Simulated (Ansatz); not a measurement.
Relaxed structures of C$_{2}$H$_{4}$B (charge -1), closed shell (PBE0-D4/def2-TZVPD; forces vanish, vibrations not checked; lower isomers may exist, and structures with a doubtful reference or unclear bonds are left out; Å). Computed with Ansatz 0.2.0 (basis: def2-TZVPPD); correlated methods freeze the cores.

Problem. Rank them by CCSD(T) energy, lowest first, and give each one's height above the lowest. Links in brackets join atoms within 1.22 times the sum of their covalent radii (1.1 for two metals). (Judge from chemistry; the value comes from the calculation.)
A.
C₂H₄B ([BH2][C][CH2]), total charge -1
```
7
angstrom
B -1.0487 0.4236 -0.7711
C 0.0397 -0.0161 0.0292
C 1.0506 -0.4244 0.7726
H -2.1170 -0.1596 -0.7556
H -0.9441 1.3962 -1.4955
H 1.7954 -1.1515 0.4242
H 1.2241 -0.0681 1.7961
```
B.
C₂H₄B ([BH3][C][CH]), total charge -1
```
7
angstrom
B -0.8966 0.6949 -0.4614
C 0.3418 -0.1853 -0.0470
C 1.2993 -0.8664 0.2731
H -1.9136 -0.0001 -0.4912
H -0.7098 1.1822 -1.5776
H 2.1355 -1.4625 0.5524
H -1.0556 1.6055 0.3533
```
C.
C₂H₄B ([BH][C][CH3]), total charge -1
```
7
angstrom
B -1.2203 0.2165 -0.6838
C -0.1979 -0.1133 0.0866
C 0.9321 -0.4781 0.9386
H -2.1382 0.5128 -1.3758
H 0.6544 -1.1566 1.7647
H 1.7409 -0.9955 0.3926
H 1.4129 0.3912 1.4213
```

Solution. Computed: B (0.000 eV), A (0.296 eV), C (0.965 eV). Heights count from the lowest.

T1 diagnostic: at most 0.016.

For scale, one of the runs: CCSD(T)/def2-TZVPPD, 179 basis functions, launched by `ansatz run in.yaml --threads 2 --pin off --events-out ev --progress --plain --max-ram 4352MiB`. Time: 40 s of wall clock on 2 CPU threads of an Arm Neoverse N1; the host was shared. Peak host memory: 1.7 GiB.
